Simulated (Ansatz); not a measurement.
Input file:

```yaml
crystal:
  periodic: [false, false, false]
  atoms:
    - {symbol: Se, position_ang: [0.000000, 0.000000, 0.000000]}
    - {symbol: Be, position_ang: [0.000000, 0.000000, 1.948600]}
basis:
  gaussian: {orbitals: aug-cc-pVDZ, point_charges: [{charge: -0.50, position_ang: [3.774, 0.811, -0.792]}]}
total_charge: -1
magnetization: {spin_polarized: false, initial_magnetization: 3}
hamiltonian: {xc: hf}
accuracy: high
output: {orbitals: {seedname: orbitals}}
```

```sh
$ ansatz run in.yaml --threads 1 --pin off --events-out ev --progress --plain --max-ram 2393MiB
```

Problem. Roughly how long does this take on 1 thread of AMD EPYC 9B14, shared host, and how much host memory?

Solution. 13 s wall and 0.19 GiB.

```
1037 factors; integrals over basis functions are off by at most 4.6e-9 eV
mean field evaluation 1: about -65692.2971 eV, gradient 2.4e1 eV
mean field evaluation 2: about -65692.5115 eV, gradient 2.4e1 eV
mean field evaluation 4: about -65698.2002 eV, gradient 2.8e0 eV
mean field evaluation 8: about -65698.4396 eV, gradient 2.9e-1 eV
mean field evaluation 16: about -65698.4442 eV, gradient 3.5e-2 eV
mean field evaluation 32: about -65698.5450 eV, gradient 8.7e-1 eV
mean field evaluation 64: about -65698.2765 eV, gradient 1.8e0 eV
mean field evaluation 96: about -65698.4442 eV, gradient 2.2e-4 eV
mean field evaluation 128: about -65698.4443 eV, gradient 3.0e-3 eV
mean field evaluation 160: about -65698.4678 eV, gradient 3.4e-2 eV
mean field evaluation 192: about -65698.5077 eV, gradient 6.7e-1 eV
mean field evaluation 224: about -65698.4414 eV, gradient 7.7e-2 eV
mean field evaluation 256: about -65698.3481 eV, gradient 7.3e-2 eV
mean field evaluation 288: about -65698.3537 eV, gradient 8.1e-2 eV
mean field evaluation 320: about -65698.3693 eV, gradient 1.3e0 eV
mean field evaluation 352: about -65698.4405 eV, gradient 1.9e-1 eV
mean field evaluation 384: about -65698.3065 eV, gradient 1.1e0 eV
mean field evaluation 416: about -65697.7270 eV, gradient 1.4e0 eV
mean field evaluation 448: about -65698.4691 eV, gradient 8.8e-3 eV
mean field evaluation 480: about -65698.1732 eV, gradient 2.3e0 eV
mean field evaluation 512: about -65697.5239 eV, gradient 1.3e1 eV
mean field evaluation 544: about -65697.6321 eV, gradient 4.6e-1 eV
mean field evaluation 576: about -65697.2719 eV, gradient 6.9e-1 eV
mean field evaluation 608: about -65698.4612 eV, gradient 6.6e-1 eV
mean field evaluation 640: about -65698.4440 eV, gradient 4.8e-2 eV
mean field evaluation 672: about -65698.4442 eV, gradient 2.3e-6 eV
mean field evaluation 704: about -65692.8322 eV, gradient 1.1e1 eV
mean field evaluation 736: about -65698.4689 eV, gradient 6.4e-3 eV
mean field -65698.46895818 eV, -2414.3742021913 hartree, gradient 2.2e-8 eV, S^2 3.750000; 10 other end points of the search recorded, 0 dependent functions left out
reference -65698.46895818 eV, -2414.3742021913 hartree; 21, 18 occupied and 38, 41 virtual orbitals, 1037 factors
Total energy: -65698.46895818 eV, -2414.3742021913 hartree
```
